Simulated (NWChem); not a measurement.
**Correlation energy of diphosphorus (P₂)**

```xyz
2

P      0.0000     0.0000     0.9455
P      0.0000     0.0000    -0.9455
```
Charge 0, spin multiplicity 1.

Everything below was run with NWChem. The geometry was optimised at PBE0/def2-SVP, a minimum by its harmonic frequencies.

Basis set: def2-QZVP. Each correlation energy counts from its own Hartree-Fock reference.

The correlated methods keep 10 core orbitals frozen. Coupled-cluster values serve here as a point of comparison, not as the truth.

**Question.** One of these methods gave a correlation energy of -331.2 mHa. Which?
(A) MP2
(B) CCSD
(C) CR-CCSD[T]

**Answer.** C, CR-CCSD[T]. The others give -300.3 (MP2), -312.5 (CCSD).
